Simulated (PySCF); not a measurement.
PySCF input (BP86/6-31G* (5d)):

```python
from pyscf import gto, dft

mol = gto.M(
    atom='''
    O    -1.05297413   -0.43952894   -0.11430900
    C    -0.11857439    0.41430461   -0.04480592
    O     1.11882114    0.20945632    0.13919073
    H    -0.82585003   -1.38653763   -0.01792145
    H    -0.41632733    1.45466772   -0.15731837
    H     1.42684761   -0.71337678    0.24502150
    ''',
    basis='6-31g*',
    charge=1,
    spin=0,
    verbose=4,
)

mf = dft.RKS(mol, xc='bp86')
mf.grids.level = 3
mf.conv_tol = 1e-9
mf.max_cycle = 100
mf.max_memory = 1500
mf.kernel()
if not mf.converged:
    mf = mf.newton()
    mf.kernel(mf.make_rdm1())
mf.dip_moment()
```

From the last part of the output:

```
[INPUT]  6 H      1.426847610000  -0.713376780000   0.245021500000 AA    2.696351204390  -1.348086737824   0.463023529630 Bohr   0.0

nuclear repulsion = 77.9622354966372
number of shells = 24
number of NR pGTOs = 93
number of NR cGTOs = 48
basis = 6-31g*
ecp = {}

******** <class 'pyscf.dft.rks.RKS'> ********
method = RKS
initial guess = minao
damping factor = 0
level_shift factor = 0
DIIS = <class 'pyscf.scf.diis.CDIIS'>
diis_start_cycle = 1
diis_space = 8
diis_damp = 0
SCF conv_tol = 1e-09
SCF conv_tol_grad = None
SCF max_cycles = 100
direct_scf = True
direct_scf_tol = 1e-13
XC library pyscf.dft.libxc version 7.1.2
    S. Lehtola, C. Steigemann, M. J. T. Oliveira, and M. A. L. Marques,  SoftwareX 7, 1–5 (2018)
XC functionals = bp86
    A. D. Becke,  Phys. Rev. A 38, 3098 (1988)
    J. P. Perdew,  Phys. Rev. B 33, 8822 (1986)
    J. P. Perdew,  Phys. Rev. B 34, 7406–7406 (1986)
radial grids:
    Treutler-Ahlrichs [JCP 102, 346 (1995); DOI:10.1063/1.469408] (M4) radial grids

becke partition: Becke, JCP 88, 2547 (1988); DOI:10.1063/1.454033
pruning grids: <function nwchem_prune>
grids dens level: 3
symmetrized grids: False
atomic radii adjust function: <function treutler_atomic_radii_adjust>
small_rho_cutoff = 0
Set gradient conv threshold to 3.16228e-05
Initial guess from minao.
tot grids = 71712
init E= -190.804768039283
  HOMO = -0.415890265641059  LUMO = -0.102159984694363  gap/eV = 8.53704
cycle= 1 E= -189.932479720276  delta_E= 0.872  |g|= 0.768  |ddm|= 2.26
  HOMO = -0.504486696865963  LUMO = -0.327959683566576  gap/eV = 4.80354
cycle= 2 E= -189.631896619635  delta_E= 0.301  |g|= 1.48  |ddm|= 1.27
  HOMO = -0.605093484422236  LUMO = -0.334503003321026  gap/eV = 7.36314
cycle= 3 E= -190.041130001526  delta_E= -0.409  |g|=  0.1  |ddm|= 0.878
  HOMO = -0.605791190144811  LUMO = -0.347105807046321  gap/eV = 7.03919
cycle= 4 E= -190.043451300595  delta_E= -0.00232  |g|= 0.0272  |ddm|= 0.101
  HOMO = -0.60130064870111  LUMO = -0.341374650872166  gap/eV = 7.07295
cycle= 5 E= -190.043622670723  delta_E= -0.000171  |g|= 0.00662  |ddm|= 0.0251
  HOMO = -0.602291776577453  LUMO = -0.342369162804526  gap/eV = 7.07285
cycle= 6 E= -190.04363175744  delta_E= -9.09e-06  |g|= 0.000587  |ddm|= 0.0049
  HOMO = -0.602258103294379  LUMO = -0.342300876939631  gap/eV = 7.07380
cycle= 7 E= -190.043631862595  delta_E= -1.05e-07  |g|= 0.000104  |ddm|= 0.000435
  HOMO = -0.602267633279223  LUMO = -0.342305633913538  gap/eV = 7.07393
cycle= 8 E= -190.043631863479  delta_E= -8.85e-10  |g|= 8.59e-05  |ddm|= 0.000114
  HOMO = -0.602267785219524  LUMO = -0.342305464982067  gap/eV = 7.07394
cycle= 9 E= -190.043631864923  delta_E= -1.44e-09  |g|= 1e-05  |ddm|= 6.25e-05
  HOMO = -0.602267184430345  LUMO = -0.342304603403675  gap/eV = 7.07394
cycle= 10 E= -190.043631864945  delta_E= -2.25e-11  |g|= 5.08e-07  |ddm|= 7.71e-06
  HOMO = -0.602267112830871  LUMO = -0.342304626102031  gap/eV = 7.07394
Extra cycle  E= -190.043631864945  delta_E= 6.82e-13  |g|= 8.53e-07  |ddm|= 7.83e-07
converged SCF energy = -190.043631864945

WARN: System has nonzero charge 1; the dipole moment is origin-dependent.
Location of origin: [0. 0. 0.]

Dipole moment(X, Y, Z, Debye):  0.59707, -2.08620,  0.22562
```

The dipole moment of an ion depends on the origin.
